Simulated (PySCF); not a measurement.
Gas-phase reaction: SiHCl + 2 SiHCl₂ = H₃SiSiCl₃ + SiCl₂

Computed with PySCF and rigid-rotor harmonic-oscillator thermochemistry at 1 bar. † marks an energy on the PBE0/def2-TZVP geometry and frequencies; other levels use their own. MP2 freezes the core. Open shells (unrestricted): SiHCl₂ (multiplicity 2); the rest are closed-shell singlets. SiHCl, SiHCl₂, H₃SiSiCl₃: computed as isolated molecules; such fragments, hydroxides, amides, oligomers or adducts are transient or little studied in the gas. MP2 isn't extrapolated to the basis-set limit.

MP2/def2-SVP† gives ΔH°(298 K) = -369 kJ.

Q: What do MP2/def2-TZVPP†, PBE0/def2-TZVP, PBE0/def2-QZVP† give?

A: MP2/def2-TZVPP†: -380 kJ; PBE0/def2-TZVP: -356 kJ; PBE0/def2-QZVP†: -354 kJ. For scale, ΔH°(298 K) is -369 kJ at this level, -385 kJ at ωB97M-V/def2-TZVP†, and runs from -404 to -273 kJ over the 19 levels computed.
